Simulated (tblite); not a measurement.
Input of a run (GFN2-xTB geometry optimisation, gas phase (tblite 0.8.0)), started from a force field or distance geometry:
```
{"job": {"kind": "relax", "xc": "GFN2-xTB", "basis": "xTB"}, "charge": 0, "multiplicity": 2}
C      1.588300    -0.434900     0.200600
C      0.150600    -0.214500     0.592300
C     -0.529100     0.818400    -0.251800
C     -1.003500    -0.616600    -0.242400
H      1.727500    -0.484600    -0.885000
H      2.138000     0.438100     0.624400
H     -0.017900    -0.233900     1.682500
H     -1.037900     1.578500     0.381900
H     -0.130000     1.100400    -1.231200
H     -1.981900    -0.760400     0.271500
H     -0.898500    -1.188000    -1.168700
```

Output (eV, eV/Å):
```
step      E/eV     max force
  0    -326.47586    2.383
  1    -326.66578    1.199
  2    -326.76178    0.764
  3    -326.81529    0.623
  4    -326.85543    0.575
  5    -326.89953    0.775
  6    -326.93954    0.766
  7    -326.97028    0.493
  8    -326.99378    0.455
  9    -327.01693    0.468
 10    -327.04321    0.513
 11    -327.06613    0.416
 12    -327.08220    0.375
 13    -327.09782    0.428
 14    -327.11748    0.533
 15    -327.13357    0.489
 16    -327.14252    0.277
 17    -327.14783    0.225
 18    -327.15270    0.276
 19    -327.15833    0.343
 20    -327.16547    0.262
 21    -327.16944    0.163
 22    -327.17204    0.147
 23    -327.17371    0.113
 24    -327.17460    0.091
 25    -327.17527    0.088
 26    -327.17618    0.100
 27    -327.17762    0.148
 28    -327.17935    0.138
 29    -327.18080    0.088
 30    -327.18182    0.099
 31    -327.18277    0.096
 32    -327.18408    0.144
 33    -327.18635    0.153
 34    -327.18813    0.101
 35    -327.18941    0.101
 36    -327.19027    0.084
 37    -327.19098    0.108
 38    -327.19152    0.084
 39    -327.19189    0.063
 40    -327.19211    0.042
 41    -327.19225    0.032
 42    -327.19236    0.032
 43    -327.19246    0.028
 44    -327.19254    0.023
 45    -327.19259    0.024
 46    -327.19261    0.014
 47    -327.19263    0.009
```

Summarise the run.

The energy falls by 69.2 kJ/mol over 47 L-BFGS steps, the largest force on an atom goes from 2.38 to 0.009 eV/Å, and the atoms move by 0.343 Å rms after alignment. The bond that changes most is C1–C2 (ends: carbon bonded to C and 2 H; carbon bonded to 3 C and H), which shortens by 0.076 Å. Bonds longer at the end by more than 0.005 Å: 2 of 11; shorter: 9. Among the angles that change most is C2–C1–H6, from 104.9° to 120.9°. Among the dihedrals that turn most is H6–C1–C2–C3, from 77° to 146°. The energy never rose by more than 1e-5 eV on the way. The first step brought 26 % of the lowering.

What are the final bond lengths?

C1–C2 1.431 Å, C2–C3 1.527 Å, C3–C4 1.485 Å, C2–C4 1.528 Å, C1–H5 1.073 Å, C1–H6 1.071 Å, C2–H7 1.083 Å, C3–H8 1.079 Å, C3–H9 1.079 Å, C4–H10 1.079 Å, C4–H11 1.079 Å. Numbering counts from 1 in the input's order; the species is `C1C(C1)[CH2]` [radical].

Hardware: an Arm Neoverse V1 with one thread, on a shared host. Cost: 0.14 s wall.

Its GFN2-xTB frequencies are all real (lowest 254 cm⁻¹). 2 starts were optimised and ended at 0.00 and 6.29 kcal/mol (GFN2-xTB); the lowest of these is shown.

One conformer stands for the species.

These are computed values.
